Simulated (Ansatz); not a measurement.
# Which is lower?

The two ends of one reaction step of C$_{2}$H$_{7}$Al, singlet (PBE0-D4/def2-TZVP).

A:

Al1  (0.562, 0.174, -0.370)
H2  (1.848, 0.544, -1.238)
C3  (-1.205, 0.498, -1.138)
H4  (-1.318, -0.030, -2.091)
C5  (0.818, -0.604, 1.404)
H6  (-2.026, 0.192, -0.485)
H7  (-1.338, 1.562, -1.366)
H8  (-0.090, -0.600, 2.012)
H9  (1.143, -1.647, 1.312)
H10  (1.606, -0.088, 1.962)
(Å)

B:

```
10
angstrom
Al -0.2883 0.1168 0.0592
H 1.1595 0.4603 -1.4367
C -1.6199 0.8105 -0.9170
H 0.8211 -0.1838 -1.6893
C 0.8378 -0.7063 1.4132
H -2.6281 1.0085 -0.5671
H -1.4457 1.1135 -1.9460
H 0.2592 -0.8574 2.3291
H 1.2076 -1.6823 1.0905
H 1.6967 -0.0798 1.6643
```

Computed with Ansatz 0.2.0 (basis: def2-TZVPP); correlated methods freeze the cores. B3LYP uses VWN-RPA correlation.

Problem. Which structure is lower at CCSD(T), and by how much? (To be estimated.)

Solution. By the calculation: A, by 65.27 kcal/mol (electronic energy, against the other). By their contacts, A is C₂H₇Al ([CH3][AlH][CH3]) and B is a complex of C₂H₅Al ([CH2][Al][CH3]) + H₂.

All methods give the same order:

```tsv
method	E(B) − E(A) (kcal/mol)
SPW92	60.98
PBE-D4	60.30
BLYP-D4	59.44
r2SCAN-D4	64.11
B97M-V	68.03
PBE0-D4	65.63
B3LYP-D4	64.10
r2SCAN0-D4	67.50
BHLYP-D4	69.82
CAM-B3LYP-D4	67.88
wB97X-V	69.41
wB97M-V	66.35
B2PLYP	65.13
PBE-QIDH	68.30
RPA on PBE	64.67
HF	76.54
MP2	65.43
CCSD	67.84
CCSD(T)	65.27
```

The T1 diagnostic stays at or below 0.014. The restricted Hartree–Fock reference is unstable towards an unrestricted one at one or more of these structures.

Labels in which every atom is bracketed show which atoms are joined, not bond orders.

For scale, one of the runs: CCSD(T)/def2-TZVPP, 202 basis functions, launched by `ansatz run in.yaml --threads 2 --pin off --events-out ev --progress --plain --max-ram 4352MiB`. The run took 51 s on 2 CPU threads of an Arm Neoverse V1 (shared host), with 2.4 GiB of host memory at its peak.
